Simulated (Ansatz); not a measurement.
# LiSi (doublet): from Hartree-Fock to the top rungs at distance Si1–Li2 = 3.380 Å, aug-cc-pVDZ

Aim: climb from Hartree-Fock through coupled cluster and multireference methods for LiSi (doublet) at one geometry and basis, and see what each rung misses.

Program: Ansatz 0.2.0, Gaussian basis. Level of theory: aug-cc-pVDZ, core rule «outside noble gas», up to 6 orbitals frozen. These are calculated values, not measurements.

The runs, in order: UHF; CCSD(T) on ROHF; CCSD(T) on UHF; BCCD(T) on ROHF; CISD as a restricted active space (open shells left free, so some higher excitations enter); CCSDT(Q) on ROHF; CCSDT(Q) on UHF; CASSCF and MRCISD+Q, 3 electrons in 3 orbitals; CASSCF and NEVPT2, 3 electrons in 3 orbitals; Full CI.

68 further runs of the same task are left out: 40 for a known fault of the program, 21 that didn't finish, 7 set aside as unsound or not needed. Runs told in other sessions of the task aren't counted.

## 1. The geometry

The geometry derives from a PBE0/def2-TZVP stationary point (not a proven minimum). One bond is set to the value named and the two fragments are kept rigid.

2 atoms, charge 0, spin multiplicity 2.

Atoms are counted from 1 here; the program's logs count them from 0.

No contacts short enough for the rule that draws bonds.

Coordinates:

```csv
atom,x (Å),y (Å),z (Å)
Si1,0.0000,0.0000,0.0000
Li2,0.0000,0.0000,3.3800
```

## 2. UHF

Input file in.yaml:

```yaml
crystal:
  periodic: [false, false, false]
  atoms:
    - {symbol: Si, position_ang: [0.000000, 0.000000, 0.000000]}
    - {symbol: Li, position_ang: [0.000000, 0.000000, 3.380000]}
basis:
  gaussian: {orbitals: aug-cc-pVDZ}
magnetization: {spin_polarized: true, initial_magnetization: 1}
hamiltonian: {xc: hf}
output: {orbitals: {seedname: orbitals}}
```

Launch:

```
$ ansatz run in.yaml --threads 1 --pin off --events-out ev --progress --plain --max-ram 2393MiB
```

After this run come: CCSD(T) on ROHF; CCSD(T) on UHF; BCCD(T) on ROHF; CISD as a restricted active space (open shells left free, so some higher excitations enter); CCSDT(Q) on ROHF; CCSDT(Q) on UHF; CASSCF and MRCISD+Q, 3 electrons in 3 orbitals; CASSCF and NEVPT2, 3 electrons in 3 orbitals; Full CI.

Q: Predict the results of all the runs planned. Wanted: FCI from the RHF energy; RMP2 from FCI; RCCSD from FCI; RCCSD(T) from FCI; RCCSDT(Q) from FCI; NEVPT2 pair from FCI; MRCISD+Q pair from FCI; T1 diagnostic; effectively unpaired electrons.

**Answer**, as computed:

```
                         quantity                             value
          FCI from the ROHF energy                        -2.9087 eV
                    RMP2 from FCI                        +864.6 meV
                   RCCSD from FCI                        +168.3 meV
                RCCSD(T) from FCI                         +51.0 meV
               RCCSDT(Q) from FCI                          +2.2 meV
             NEVPT2 pair from FCI                        +669.0 meV
           MRCISD+Q pair from FCI                         -15.6 meV
levels within 1 kcal/mol (43 meV)  RCCSDT, RCCSDT(Q), MRCISD+Q pair
                    T1 diagnostic                             0.051
   effectively unpaired electrons                              1.33
```

**Reading.** RCCSD(T) misses by +51.0 meV, 1.8 % of the correlation energy. MRCISD+Q pair falls below full CI: the +Q correction isn't variational, and the cores differ from full CI's. The occupations show static correlation (1.33 effectively unpaired electrons where one determinant has 1). Of the multireference levels listed MRCISD+Q pair comes nearest in total energy (-15.6 meV), which doesn't show that its space is the better one. Coupled cluster took another determinant than the lowest Hartree-Fock one. These misses are within one basis, not against nature.

The restricted and unrestricted ladders end 0.32 eV apart at CCSDT(Q), which points to two states or an unsound top rung; rows of one don't measure the error of the other.

With open shells the CI space here admits some higher excitations, so it is larger than plain CISD.
